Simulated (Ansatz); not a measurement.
# CH6N (doublet): wave-function methods side by side at distance N1–H4 along a hydrogen transfer = 1.236 Å, cc-pVDZ

One table from this session's results is given with a row withheld; the runs are named, their logs left out.

The runs use Ansatz 0.2.0, Gaussian basis; cc-pVDZ, core rule «outside noble gas», up to 2 orbitals frozen.

The runs, in order: UHF; CCSD(T) on ROHF; CCSD(T) on UHF; BCCD(T) on ROHF; CISD; CCSDT(Q) on ROHF; CCSDT(Q) on UHF; CASSCF and MRCISD+Q, 3 electrons in 3 orbitals; CASSCF and NEVPT2, 3 electrons in 3 orbitals.

**What is computed**

The geometry derives from fragments relaxed apart (PBE0/def2-TZVP) and kept rigid, so it is no stationary point. A hydrogen atom is moved between rigid fragments.

8 atoms, charge 0, spin multiplicity 2.

Atoms are counted from 1 here; the program's logs count them from 0.

Bond lengths: N1–H2 1.012 Å, N1–H3 1.012 Å, N1–H4 1.236 Å, H4–C5 1.180 Å, C5–H6 1.080 Å, C5–H7 1.080 Å, C5–H8 1.080 Å. Angles: H2–N1–H3 107.1°, H2–N1–H4 107.1°, H3–N1–H4 107.1°, N1–H4–C5 180.0°, H4–C5–H6 90.0°, H4–C5–H7 90.0°, H4–C5–H8 90.0°, H6–C5–H7 120.0°, H6–C5–H8 120.0°, H7–C5–H8 120.0°.

Coordinates:

```xyz
8
charge 0, multiplicity 2
N    -1.15297   -0.01778   -0.02767
H    -1.45025    0.95006   -0.02767
H    -1.45025   -0.42008    0.85259
H     0.08303   -0.01778   -0.02767
C     1.26303   -0.01778   -0.02767
H     1.26303   -1.09780   -0.02767
H     1.26303    0.52223    0.90766
H     1.26303    0.52223   -0.96300
```

The first run:

Input file in.yaml:

```yaml
crystal:
  periodic: [false, false, false]
  atoms:
    - {symbol: N, position_ang: [-1.152967, -0.017777, -0.027670]}
    - {symbol: H, position_ang: [-1.450247, 0.950057, -0.027670]}
    - {symbol: H, position_ang: [-1.450246, -0.420076, 0.852589]}
    - {symbol: H, position_ang: [0.083033, -0.017777, -0.027670]}
    - {symbol: C, position_ang: [1.263033, -0.017777, -0.027670]}
    - {symbol: H, position_ang: [1.263033, -1.097799, -0.027670]}
    - {symbol: H, position_ang: [1.263033, 0.522234, 0.907657]}
    - {symbol: H, position_ang: [1.263033, 0.522234, -0.962998]}
basis:
  gaussian: {orbitals: cc-pVDZ}
magnetization: {spin_polarized: true, initial_magnetization: 1}
hamiltonian: {xc: hf}
output: {orbitals: {seedname: orbitals}}
```

Launch:

```console
ansatz run in.yaml --threads 1 --pin off --events-out ev --progress --plain --max-ram 2816MiB --backend cpu
```

Among the steps run: UHF; CCSD(T) on ROHF; CCSD(T) on UHF; BCCD(T) on ROHF; CISD; CCSDT(Q) on ROHF; CCSDT(Q) on UHF; CASSCF and MRCISD+Q, 3 electrons in 3 orbitals; CASSCF and NEVPT2, 3 electrons in 3 orbitals.

One table of the session follows, with a row left open; its other results are not shown here.

It belongs to the step «Misses and costs». 

```
       method  from UCCSDT(Q) (meV)
         ROHF              +10747.4
          UHF              +10405.0
         RMP2               +1169.4
         UMP2               +1323.2
         CISD               +1275.8
        RCCSD                +304.6
        UCCSD                +292.0
     RCCSD(T)                 +38.3
     UCCSD(T)                 +40.4
      BCCD(T)                 +39.4
       RCCSDT                 +19.2
       UCCSDT                 +17.5
    RCCSDT(Q)                  +0.5
    UCCSDT(Q)                     0
  CASSCF pair              +10034.0
  NEVPT2 pair               +1243.7
  MRCISD pair                     ?
MRCISD+Q pair                +173.1
```

Estimate the missing values for MRCISD pair.

**Answer.** from UCCSDT(Q) (meV): +1134.7. In the column «from UCCSDT(Q) (meV)» it lies between RCCSD (+304.6) and RMP2 (+1169.4).

Limits of these values: Restricted and unrestricted rows rest on different reference determinants; where their highest levels disagree by more than a few hundredths of an eV, they describe different states and don't form one ladder.
